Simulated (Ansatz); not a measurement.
For solid iodine, PBE in Ansatz (PAW) gives:

* **equilibrium volume per atom**: 51.51 Å³/atom
* **band gap at the measured cell**: 1.11 eV

**Question.** What does r²SCAN (Ansatz, a program for electronic structure, plane waves, PAW) give for the same quantities?

**Answer.** 
- equilibrium volume per atom: 44.20 Å³/atom (falls by 14 %)
- band gap at the measured cell: 1.32 eV (grows by 0.21 eV)

Changes are worked out from the printed values.

Unless a cell is named, each level is at its own relaxed cell (PBE 51.51, r²SCAN 44.13 Å³/atom).

Levels without +SOC have no spin–orbit coupling; where heavier elements are present it shifts gaps, mostly down, and can invert bands. Density-functional gaps are differences of (generalised) Kohn–Sham levels.

Caveats: for a layered or molecular solid the relaxed cell lies over 5 % above the published volume, where the minimum can be shallow (PBE); the cell comes from a level without a dispersion term, which matters for the spacing of layers, chains or molecules (PBE, r²SCAN). Ansatz's density-functional and Hartree–Fock values are scalar-relativistic unless marked +SOC, with PAW data made under PBE.
